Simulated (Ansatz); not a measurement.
# Molecular dynamics of CH4BF

Input file:

```yaml
crystal:
  periodic: [false, false, false]
  atoms:
    - { symbol: B, position_ang: [0.243625, -0.051959, -0.448806] }
    - { symbol: C, position_ang: [0.949282, -0.035583, 1.475551] }
    - { symbol: H, position_ang: [0.12212, -0.61576, 1.930605] }
    - { symbol: H, position_ang: [1.93375, -0.406178, 1.821426] }
    - { symbol: H, position_ang: [0.847092, 1.053352, 1.653279] }
    - { symbol: H, position_ang: [1.317795, -0.435883, 0.033816] }
    - { symbol: F, position_ang: [-0.927764, 0.492009, -0.235573] }
basis:
  gaussian: { orbitals: def2-SVP }
hamiltonian:
  xc: pbe
md:
  timestep: 0.5
  n_steps: 200
  ensemble: nve
  temperature: 300.0
  initial_velocities: maxwell_boltzmann
  seed: 9260
```

Command:

```bash
$ ansatz run input.yaml --threads 1 --pin off --max-ram 2048MiB --backend cpu --events-out ev --progress --plain --runs-dir out
```

It starts at the highest image of a converged band. Of that band: Neighbouring images differ by up to 3.2 eV, so the band resolves the path poorly. A vibrational analysis at the climbing image gives one clearly imaginary mode, 1403i cm⁻¹: a first-order saddle point.

Output, in part (one step line in 3, the closing report, with atoms numbered from 0):

```
md step     0: t =     0.00 fs  T =   300.0 K  F+E_penalty+E_count = -4483.80655460 eV  E_kin = 0.193890 eV  conserved = -4483.61266461 eV  (26 SCF iters)
md step     3: t =     1.50 fs  T =   209.0 K  F+E_penalty+E_count = -4483.74658554 eV  E_kin = 0.135060 eV  conserved = -4483.61152564 eV  (30 SCF iters)
md step     6: t =     3.00 fs  T =   107.7 K  F+E_penalty+E_count = -4483.68031585 eV  E_kin = 0.069599 eV  conserved = -4483.61071655 eV  (30 SCF iters)
md step     9: t =     4.50 fs  T =   154.9 K  F+E_penalty+E_count = -4483.71135477 eV  E_kin = 0.100105 eV  conserved = -4483.61124928 eV  (30 SCF iters)
md step    12: t =     6.00 fs  T =   254.5 K  F+E_penalty+E_count = -4483.77651831 eV  E_kin = 0.164461 eV  conserved = -4483.61205747 eV  (30 SCF iters)
md step    15: t =     7.50 fs  T =   279.0 K  F+E_penalty+E_count = -4483.79146732 eV  E_kin = 0.180313 eV  conserved = -4483.61115457 eV  (30 SCF iters)
md step    18: t =     9.00 fs  T =   403.3 K  F+E_penalty+E_count = -4483.87094399 eV  E_kin = 0.260675 eV  conserved = -4483.61026877 eV  (29 SCF iters)
md step    21: t =    10.50 fs  T =   779.1 K  F+E_penalty+E_count = -4484.11500084 eV  E_kin = 0.503504 eV  conserved = -4483.61149654 eV  (28 SCF iters)
md step    24: t =    12.00 fs  T =  1197.2 K  F+E_penalty+E_count = -4484.38731995 eV  E_kin = 0.773750 eV  conserved = -4483.61357006 eV  (27 SCF iters)
md step    27: t =    13.50 fs  T =  1258.1 K  F+E_penalty+E_count = -4484.42979533 eV  E_kin = 0.813095 eV  conserved = -4483.61670064 eV  (27 SCF iters)
md step    30: t =    15.00 fs  T =   943.8 K  F+E_penalty+E_count = -4484.21676790 eV  E_kin = 0.609973 eV  conserved = -4483.60679488 eV  (27 SCF iters)
md step    33: t =    16.50 fs  T =  1607.0 K  F+E_penalty+E_count = -4484.65571953 eV  E_kin = 1.038632 eV  conserved = -4483.61708730 eV  (27 SCF iters)
md step    36: t =    18.00 fs  T =  1915.6 K  F+E_penalty+E_count = -4484.85330233 eV  E_kin = 1.238071 eV  conserved = -4483.61523132 eV  (27 SCF iters)
md step    39: t =    19.50 fs  T =  1674.6 K  F+E_penalty+E_count = -4484.69321374 eV  E_kin = 1.082284 eV  conserved = -4483.61092983 eV  (29 SCF iters)
md step    42: t =    21.00 fs  T =  1617.0 K  F+E_penalty+E_count = -4484.65652978 eV  E_kin = 1.045092 eV  conserved = -4483.61143743 eV  (29 SCF iters)
md step    45: t =    22.50 fs  T =  1751.4 K  F+E_penalty+E_count = -4484.74281183 eV  E_kin = 1.131918 eV  conserved = -4483.61089335 eV  (30 SCF iters)
md step    48: t =    24.00 fs  T =  2127.8 K  F+E_penalty+E_count = -4484.98692666 eV  E_kin = 1.375222 eV  conserved = -4483.61170476 eV  (28 SCF iters)
md step    51: t =    25.50 fs  T =  2513.1 K  F+E_penalty+E_count = -4485.24186995 eV  E_kin = 1.624222 eV  conserved = -4483.61764843 eV  (27 SCF iters)
md step    54: t =    27.00 fs  T =  2089.6 K  F+E_penalty+E_count = -4484.96321777 eV  E_kin = 1.350491 eV  conserved = -4483.61272688 eV  (28 SCF iters)
md step    57: t =    28.50 fs  T =  2039.7 K  F+E_penalty+E_count = -4484.92970799 eV  E_kin = 1.318251 eV  conserved = -4483.61145674 eV  (27 SCF iters)
md step    60: t =    30.00 fs  T =  2539.6 K  F+E_penalty+E_count = -4485.25910599 eV  E_kin = 1.641371 eV  conserved = -4483.61773541 eV  (28 SCF iters)
md step    63: t =    31.50 fs  T =  2298.5 K  F+E_penalty+E_count = -4485.09828707 eV  E_kin = 1.485528 eV  conserved = -4483.61275862 eV  (27 SCF iters)
md step    66: t =    33.00 fs  T =  1978.9 K  F+E_penalty+E_count = -4484.88975797 eV  E_kin = 1.278992 eV  conserved = -4483.61076609 eV  (28 SCF iters)
md step    69: t =    34.50 fs  T =  2016.6 K  F+E_penalty+E_count = -4484.91367247 eV  E_kin = 1.303336 eV  conserved = -4483.61033664 eV  (28 SCF iters)
md step    72: t =    36.00 fs  T =  2465.8 K  F+E_penalty+E_count = -4485.20684581 eV  E_kin = 1.593653 eV  conserved = -4483.61319286 eV  (28 SCF iters)
md step    75: t =    37.50 fs  T =  2712.3 K  F+E_penalty+E_count = -4485.37196036 eV  E_kin = 1.752970 eV  conserved = -4483.61899012 eV  (26 SCF iters)
md step    78: t =    39.00 fs  T =  2178.2 K  F+E_penalty+E_count = -4485.01608243 eV  E_kin = 1.407753 eV  conserved = -4483.60832898 eV  (27 SCF iters)
md step    81: t =    40.50 fs  T =  2392.6 K  F+E_penalty+E_count = -4485.16192886 eV  E_kin = 1.546327 eV  conserved = -4483.61560140 eV  (26 SCF iters)
md step    84: t =    42.00 fs  T =  2594.0 K  F+E_penalty+E_count = -4485.29155386 eV  E_kin = 1.676487 eV  conserved = -4483.61506722 eV  (26 SCF iters)
md step    87: t =    43.50 fs  T =  2348.6 K  F+E_penalty+E_count = -4485.13032031 eV  E_kin = 1.517890 eV  conserved = -4483.61243045 eV  (27 SCF iters)
md step    90: t =    45.00 fs  T =  2128.2 K  F+E_penalty+E_count = -4484.98628217 eV  E_kin = 1.375480 eV  conserved = -4483.61080199 eV  (27 SCF iters)
md step    93: t =    46.50 fs  T =  2251.9 K  F+E_penalty+E_count = -4485.06632042 eV  E_kin = 1.455386 eV  conserved = -4483.61093415 eV  (27 SCF iters)
md step    96: t =    48.00 fs  T =  2642.7 K  F+E_penalty+E_count = -4485.32317868 eV  E_kin = 1.707980 eV  conserved = -4483.61519863 eV  (27 SCF iters)
md step    99: t =    49.50 fs  T =  2543.4 K  F+E_penalty+E_count = -4485.26064406 eV  E_kin = 1.643795 eV  conserved = -4483.61684928 eV  (28 SCF iters)
md step   102: t =    51.00 fs  T =  2126.8 K  F+E_penalty+E_count = -4484.98299117 eV  E_kin = 1.374557 eV  conserved = -4483.60843464 eV  (27 SCF iters)
md step   105: t =    52.50 fs  T =  2503.0 K  F+E_penalty+E_count = -4485.23442848 eV  E_kin = 1.617668 eV  conserved = -4483.61676011 eV  (28 SCF iters)
md step   108: t =    54.00 fs  T =  2509.2 K  F+E_penalty+E_count = -4485.23592177 eV  E_kin = 1.621666 eV  conserved = -4483.61425607 eV  (27 SCF iters)
md step   111: t =    55.50 fs  T =  2227.9 K  F+E_penalty+E_count = -4485.05179408 eV  E_kin = 1.439923 eV  conserved = -4483.61187125 eV  (28 SCF iters)
md step   114: t =    57.00 fs  T =  2113.5 K  F+E_penalty+E_count = -4484.97694155 eV  E_kin = 1.365977 eV  conserved = -4483.61096482 eV  (26 SCF iters)
md step   117: t =    58.50 fs  T =  2337.4 K  F+E_penalty+E_count = -4485.12257671 eV  E_kin = 1.510669 eV  conserved = -4483.61190780 eV  (27 SCF iters)
md step   120: t =    60.00 fs  T =  2639.6 K  F+E_penalty+E_count = -4485.32255153 eV  E_kin = 1.705990 eV  conserved = -4483.61656133 eV  (28 SCF iters)
md step   123: t =    61.50 fs  T =  2397.2 K  F+E_penalty+E_count = -4485.16134926 eV  E_kin = 1.549309 eV  conserved = -4483.61203984 eV  (27 SCF iters)
md step   126: t =    63.00 fs  T =  2338.4 K  F+E_penalty+E_count = -4485.12450332 eV  E_kin = 1.511317 eV  conserved = -4483.61318597 eV  (27 SCF iters)
md step   129: t =    64.50 fs  T =  2459.4 K  F+E_penalty+E_count = -4485.20385321 eV  E_kin = 1.589493 eV  conserved = -4483.61436070 eV  (27 SCF iters)
md step   132: t =    66.00 fs  T =  2394.4 K  F+E_penalty+E_count = -4485.16064374 eV  E_kin = 1.547489 eV  conserved = -4483.61315462 eV  (27 SCF iters)
md step   135: t =    67.50 fs  T =  2272.6 K  F+E_penalty+E_count = -4485.08126893 eV  E_kin = 1.468760 eV  conserved = -4483.61250849 eV  (27 SCF iters)
md step   138: t =    69.00 fs  T =  2228.1 K  F+E_penalty+E_count = -4485.05097965 eV  E_kin = 1.440041 eV  conserved = -4483.61093910 eV  (27 SCF iters)
md step   141: t =    70.50 fs  T =  2467.0 K  F+E_penalty+E_count = -4485.20795788 eV  E_kin = 1.594420 eV  conserved = -4483.61353784 eV  (27 SCF iters)
md step   144: t =    72.00 fs  T =  2550.8 K  F+E_penalty+E_count = -4485.26390889 eV  E_kin = 1.648574 eV  conserved = -4483.61533533 eV  (26 SCF iters)
md step   147: t =    73.50 fs  T =  2361.7 K  F+E_penalty+E_count = -4485.13802683 eV  E_kin = 1.526346 eV  conserved = -4483.61168066 eV  (26 SCF iters)
md step   150: t =    75.00 fs  T =  2411.4 K  F+E_penalty+E_count = -4485.17318985 eV  E_kin = 1.558519 eV  conserved = -4483.61467084 eV  (26 SCF iters)
md step   153: t =    76.50 fs  T =  2372.6 K  F+E_penalty+E_count = -4485.14608972 eV  E_kin = 1.533379 eV  conserved = -4483.61271045 eV  (23 SCF iters)
md step   156: t =    78.00 fs  T =  2349.2 K  F+E_penalty+E_count = -4485.13223548 eV  E_kin = 1.518299 eV  conserved = -4483.61393625 eV  (27 SCF iters)
md step   159: t =    79.50 fs  T =  2204.7 K  F+E_penalty+E_count = -4485.03678917 eV  E_kin = 1.424922 eV  conserved = -4483.61186718 eV  (27 SCF iters)
md step   162: t =    81.00 fs  T =  2207.3 K  F+E_penalty+E_count = -4485.03788200 eV  E_kin = 1.426564 eV  conserved = -4483.61131828 eV  (27 SCF iters)
md step   165: t =    82.50 fs  T =  2432.7 K  F+E_penalty+E_count = -4485.18641214 eV  E_kin = 1.572286 eV  conserved = -4483.61412595 eV  (27 SCF iters)
md step   168: t =    84.00 fs  T =  2491.5 K  F+E_penalty+E_count = -4485.22343163 eV  E_kin = 1.610269 eV  conserved = -4483.61316254 eV  (26 SCF iters)
md step   171: t =    85.50 fs  T =  2456.9 K  F+E_penalty+E_count = -4485.20283598 eV  E_kin = 1.587883 eV  conserved = -4483.61495312 eV  (24 SCF iters)
md step   174: t =    87.00 fs  T =  2259.0 K  F+E_penalty+E_count = -4485.07152418 eV  E_kin = 1.459985 eV  conserved = -4483.61153923 eV  (26 SCF iters)
md step   177: t =    88.50 fs  T =  2360.1 K  F+E_penalty+E_count = -4485.13920703 eV  E_kin = 1.525301 eV  conserved = -4483.61390601 eV  (27 SCF iters)
md step   180: t =    90.00 fs  T =  2410.9 K  F+E_penalty+E_count = -4485.17252973 eV  E_kin = 1.558187 eV  conserved = -4483.61434280 eV  (27 SCF iters)
md step   183: t =    91.50 fs  T =  2209.3 K  F+E_penalty+E_count = -4485.03903700 eV  E_kin = 1.427878 eV  conserved = -4483.61115948 eV  (27 SCF iters)
md step   186: t =    93.00 fs  T =  2241.2 K  F+E_penalty+E_count = -4485.06064503 eV  E_kin = 1.448516 eV  conserved = -4483.61212870 eV  (27 SCF iters)
md step   189: t =    94.50 fs  T =  2414.8 K  F+E_penalty+E_count = -4485.17366978 eV  E_kin = 1.560656 eV  conserved = -4483.61301329 eV  (24 SCF iters)
md step   192: t =    96.00 fs  T =  2559.9 K  F+E_penalty+E_count = -4485.26899890 eV  E_kin = 1.654436 eV  conserved = -4483.61456295 eV  (27 SCF iters)
md step   195: t =    97.50 fs  T =  2436.5 K  F+E_penalty+E_count = -4485.18908528 eV  E_kin = 1.574704 eV  conserved = -4483.61438128 eV  (26 SCF iters)
md step   198: t =    99.00 fs  T =  2266.0 K  F+E_penalty+E_count = -4485.07491921 eV  E_kin = 1.464508 eV  conserved = -4483.61041153 eV  (26 SCF iters)
md step   200: t =   100.00 fs  T =  2440.1 K  F+E_penalty+E_count = -4485.19192664 eV  E_kin = 1.577032 eV  conserved = -4483.61489468 eV  (23 SCF iters)
Total energy: -4485.19196499 eV, -164.8277645409 hartree
Atom 0 at    -1.568169     0.570703    -1.718232 Å, force     0.582128    -0.211953     0.368997 eV/Å
Atom 1 at     1.706090    -0.097379     3.285701 Å, force     3.216148    -2.828194    -2.980549 eV/Å
Atom 2 at     0.916841    -0.667421     2.798793 Å, force    -0.874543     0.317595    -0.294391 eV/Å
Atom 3 at     1.462067     0.316711     4.192399 Å, force    -0.881865     1.118961     2.838876 eV/Å
Atom 4 at     2.186559     0.661044     2.611585 Å, force    -0.447774    -0.362623     0.208883 eV/Å
Atom 5 at     2.496070    -0.980859     3.399145 Å, force    -1.014079     1.755124     0.222278 eV/Å
Atom 6 at    -0.526048     0.190901    -1.058932 Å, force    -0.580014     0.211090    -0.364093 eV/Å
Dipole moment:     0.201327    -0.080503     0.127054 e Å
```

The run went to its last step. The conserved energy stayed within 0.93 meV per atom of its start (net change -0.32 meV per atom), so the integration is sound. The kinetic energy rose, since the run started high on the potential surface and went downhill. It ends in pieces (BF + CH4), so much of that is their flight and rotation, not heat. A run of 0.1 ps of so small a system gives no equilibrium averages. The orbitals stay closed-shell, which can raise the energy where a bond breaks towards radicals; this wasn't checked here.

Between its relaxed ends the band would form C2–H6 and break B1–C2, B1–H6. These pairs go: C2–H6 1.54 → 1.19 Å, B1–C2 2.05 → 6.02 Å, B1–H6 1.24 → 6.72 Å. In the last frame they stand as after the step (other bonds may differ from the relaxed reactants and products). It ends as BF + CH4. Pairs count as bonded within 1.25 times the sum of covalent radii (0.12 Å more for H–H).

Last frame:

```xyz
7
Properties=species:S:1:pos:R:3
B -1.568 0.571 -1.718
C 1.706 -0.097 3.286
H 0.917 -0.667 2.799
H 1.462 0.317 4.192
H 2.187 0.661 2.612
H 2.496 -0.981 3.399
F -0.526 0.191 -1.059
```

The run took 3.3 min on 1 thread of Arm Neoverse V1 (shared host), peak memory 0.095 GiB.
